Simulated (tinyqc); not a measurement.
Worked calculation: UKS/LDA (VWN5) in the sto-6g basis, for BH, spin multiplicity 3. One step of it, computed by the program tinyqc.

Task: Iteration 2: DIIS coefficients. Solve [B -1; -1 0][c; lambda] = [0; -1] for the coefficients, which sum to one.

B (overlaps of the stored error matrices):
```
[[7.5306135e-01, -3.1169659e-01],
 [-3.1169659e-01, 1.4779707e-01]]
```

Give: DIIS coefficients.

Result:

DIIS coefficients: [0.301, 0.699]
